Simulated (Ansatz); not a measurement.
Ansatz (a first-principles code) input (CCSD(T)/aug-cc-pVDZ):

Ansatz 0.2 input:
```yaml
crystal:
  periodic: [false, false, false]
  atoms:
    - {symbol: N, position_ang: [-0.00000000, -0.00000000, -0.13023549]}
    - {symbol: H, position_ang: [0.00000000, 0.00000000, 0.91164840]}
basis:
  gaussian:
    orbitals: aug-cc-pVDZ
total_charge: -1
magnetization: {spin_polarized: true, initial_magnetization: 1}
correlation: {method: ccsd_t, electrons: outside_noble_gas}
```

End of the output:

```
mean field evaluation 640: about -1494.3758 eV, gradient 1.2e-1 eV
mean field evaluation 672: about -1494.0038 eV, gradient 3.3e-3 eV
mean field evaluation 704: about -1491.4381 eV, gradient 2.3e-1 eV
mean field evaluation 736: about -1488.6679 eV, gradient 1.4e-1 eV
a density is far from that of the atoms, so the factors are made again for it
325 factors; integrals over basis functions are off by at most 8.9e-4 eV
mean field: 0.05 GiB planned
mean field evaluation 768: about -1489.2039 eV, gradient 2.7e1 eV
mean field evaluation 800: about -1494.0038 eV, gradient 2.0e-6 eV
mean field evaluation 832: about -1492.5794 eV, gradient 6.9e0 eV
mean field evaluation 864: about -1494.3848 eV, gradient 6.3e-2 eV
mean field evaluation 896: about -1482.2949 eV, gradient 1.7e1 eV
mean field evaluation 928: about -1494.0005 eV, gradient 2.6e-1 eV
mean field evaluation 960: about -1481.7838 eV, gradient 1.0e1 eV
mean field evaluation 992: about -1494.3852 eV, gradient 4.4e-4 eV
mean field evaluation 1024: about -1494.3829 eV, gradient 4.9e-1 eV
mean field evaluation 1056: about -1494.0021 eV, gradient 1.7e-1 eV
mean field evaluation 1088: about -1494.0038 eV, gradient 3.5e-4 eV
mean field evaluation 1120: about -1491.8318 eV, gradient 7.9e-1 eV
mean field evaluation 1152: about -1492.0023 eV, gradient 2.3e-2 eV
mean field evaluation 1184: about -1490.0058 eV, gradient 1.5e1 eV
mean field evaluation 1216: about -1489.7475 eV, gradient 2.3e-1 eV
mean field evaluation 1248: about -1490.6483 eV, gradient 1.5e0 eV
mean field evaluation 1280: about -1493.4957 eV, gradient 6.4e0 eV
mean field evaluation 1312: about -1494.0020 eV, gradient 3.5e-1 eV
mean field evaluation 1344: about -1492.7679 eV, gradient 8.9e0 eV
mean field evaluation 1376: about -1490.5818 eV, gradient 6.6e-4 eV
mean field -1494.82781719 eV, -54.9339090510 hartree, gradient 1.6e-6 eV, S^2 1.766258; 12 other end points of the search recorded, 0 dependent functions left out
determinant -1494.82781719 eV, -54.9339090510 hartree, with singles and doubles -1498.48455247 eV, -55.0682915938 hartree
determinant -1494.38516826 eV, -54.9176420030 hartree, with singles and doubles -1499.38210094 eV, -55.1012758919 hartree
determinant -1494.00382667 eV, -54.9036279581 hartree, with singles and doubles -1497.93974585 eV, -55.0482703200 hartree
determinant -1492.00235557 eV, -54.8300752517 hartree, with singles and doubles -1496.40130973 eV, -54.9917338352 hartree
determinant -1491.43844932 eV, -54.8093520792 hartree, with no singles and doubles
determinant -1494.82781719 eV, -54.9339090510 hartree, with singles and doubles -1498.50674547 eV, -55.0691071718 hartree
determinant -1494.00382667 eV, -54.9036279581 hartree, with singles and doubles -1497.92067166 eV, -55.0475693563 hartree
determinant -1492.00235557 eV, -54.8300752517 hartree, with singles and doubles -1496.40351347 eV, -54.9918148214 hartree
determinant -1494.82781719 eV, -54.9339090510 hartree, with singles and doubles -1498.50860266 eV, -55.0691754222 hartree
determinant -1494.38516826 eV, -54.9176420030 hartree, with singles and doubles -1499.38516878 eV, -55.1013886329 hartree
1 core orbitals not correlated
reference -1494.38516826 eV, -54.9176420030 hartree; 4, 3 occupied and 27, 28 virtual orbitals, 325 factors
second order -4.57828521 eV of doubles, -0.00000000 eV of singles
coupled cluster: 0.06 GiB planned
cycle   1  -4.99999938 eV  change    1.1e-6 eV  update   1.4e-6
perturbative correction -0.17317124 eV, -0.0063639255 hartree
Total energy: -1499.55833887 eV, -55.1077525165 hartree
```

This state (charge -1, doublet) is run at the relaxed geometry of the species with charge 0 and multiplicity 3.
